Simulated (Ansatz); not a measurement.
Relaxation of CH$_{4}$AlO (7 atoms, charge 0, multiplicity 2), to a largest force component of 0.02 eV/Å in at most 50 steps.

Theory: UKS PBE-D4/6-31G* (Ansatz 0.2.0).

```xyz
7
Properties=species:S:1:pos:R:3:forces:R:3
C -0.558 0.626 0.019 -2.38 2.68 -1.32
O -0.665 -0.729 -0.121 1.51 -2.39 -0.40
Al 0.978 -1.373 -0.609 -0.97 0.02 0.18
H -0.262 1.165 -0.962 -0.27 -0.34 0.93
H 0.100 0.968 0.795 0.87 0.35 0.98
H -1.615 1.054 0.289 1.41 -0.40 -0.37
H 2.084 -1.780 0.544 -0.17 0.08 0.00
```

Where does it end, and by what steps?

The run converged. After 12 steps the energy has fallen by 0.528 eV; O2 moved furthest, 0.63 Å.

```
step  energy less start (eV)  largest force component (eV/Å)  accepted
   0                  0.0000                           2.680       yes
   1                 -0.2171                           1.424       yes
   2                 -0.3206                           0.434       yes
   3                 -0.4055                           0.286       yes
   4                 -0.4492                           0.208       yes
   5                 -0.4816                           0.180       yes
   6                 -0.4846                           0.408       yes
   7                 -0.4870                           0.732       yes
   8                 -0.4274                           0.757        no
   9                 -0.5243                           0.087       yes
  10                 -0.5276                           0.021       yes
  11                 -0.5280                           0.035       yes
  12                 -0.5283                           0.004       yes
```

```xyz
7
Properties=species:S:1:pos:R:3
C -0.523 0.677 -0.042
O -0.420 -0.584 -0.688
Al 0.779 -1.801 -0.413
H -0.471 1.488 -0.794
H 0.278 0.848 0.706
H -1.498 0.755 0.474
H 1.915 -1.452 0.712
```

Run time: 34 s on 1 thread of Arm Neoverse V1 (shared host), peak memory 0.15 GiB.
